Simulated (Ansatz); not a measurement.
System: lithium hydride, LiH, charge 0, multiplicity 1. 
Geometry from a B3LYP-D3(BJ)/def2-TZVP (Ansatz, a quantum-chemistry and plane-wave program) optimisation:
SMILES: [LiH]
```xyz
2

Li     0.0000     0.0000    -0.3977
H      0.0000     0.0000     1.1930
```
Charge 0, spin multiplicity 1.

Computed values are from Ansatz. Correlated levels leave the core frozen unless marked. Open shells are spin-unrestricted. No spin-orbit coupling. Non-relativistic. CBS marks a two-point X^-3 extrapolation of the correlation energy; Hartree-Fock from the larger set.

* **atomisation energy De**: 57.6 kcal/mol at CCSD(T)/CBS(def2-TZVPPD,def2-QZVPPD)
* **total energy**: -8.0246 Eh at CCSD(T)/CBS(def2-TZVPPD,def2-QZVPPD)
* **dipole moment**: 5.94 D at CCSD(T)/def2-SVPD
* **T1 diagnostic**: 0.009 at CCSD/def2-QZVPPD
* **measured enthalpy of formation, 298 K**: 33.3 kcal/mol (G2/97 table in ASE (Curtiss et al.); older table, unchecked)
* **measured ionisation energy, adiabatic**: 7.90 eV (CCCBDB table in ASE; older table, unchecked)
